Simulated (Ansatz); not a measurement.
Diamond-structure Si, treated with PBE (Ansatz, a program for electronic structure, PAW).

Run with plane-wave cutoff 520 eV, 12×12×12 k mesh, perturbation theory, scalar-relativistic PAW data made under PBE.

Computed at the level's own relaxed cell.

Harmonic phonon frequencies (cm⁻¹; i marks an imaginary mode):

```
q point              frequencies
-------  -----------------------
Γ                            ___
X        146 146 401 401 446 446
L        111 111 370 399 477 477
W        200 200 345 345 452 452
```

Q: Some entries are withheld; supply them.

A: 
- Γ, frequencies: 0 0 0 503 503 503

Measured, for comparison: zone-centre TO phonon frequency 525 cm⁻¹ (low temperature, no zero-point or thermal correction; as tabulated in Tanner et al. (2021), arXiv:2110.11888). Computed less measured: zone-centre TO phonon frequency -4.2 %.

No imaginary mode appears at these points.
